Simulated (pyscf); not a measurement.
This saddle point was located with ωB97X-D3(BJ)/def2-SVP in PySCF.

```xyz
7

O     -0.8791    -0.2297    -0.0409
B      0.0736     0.5186    -0.7340
F      0.6822     1.4960    -0.1134
F      0.3097     0.2353    -1.9891
H     -0.8543    -1.3102    -0.1515
Cl    -0.3197    -2.3235     1.2624
H     -0.6330    -0.5558     0.9661
```

Surface: singlet, charge 0. Lowest wavenumbers (cm⁻¹): 1419i, 51, 70, 401, 418.

Question: Which two sides does it connect, and which bonds change?

Answer: HO–B(F)–F + hydrogen chloride (HCl) ⇌ HO–B(F)–F + hydrogen chloride (HCl), a four-centre exchange read from left to right: H–O, Cl–H broken and H–O, Cl–H formed. At CCSD(T)/def2-TZVPP + ΔMP2(QZVPP) it lies +1.62 eV from the left side and +1.62 eV from the right (each side as separated species at their lowest minima found). The same reactants have a lower exit, to H₂O + F–B(F)–Cl (barrier +0.91 eV at ωB97M-D3(BJ)/def2-TZVP, against +1.53 eV here). One saddle was located; it need not be the lowest between these sides. The CCSD(T) − MP2 part came from Ansatz, without density fitting, on the same reference.
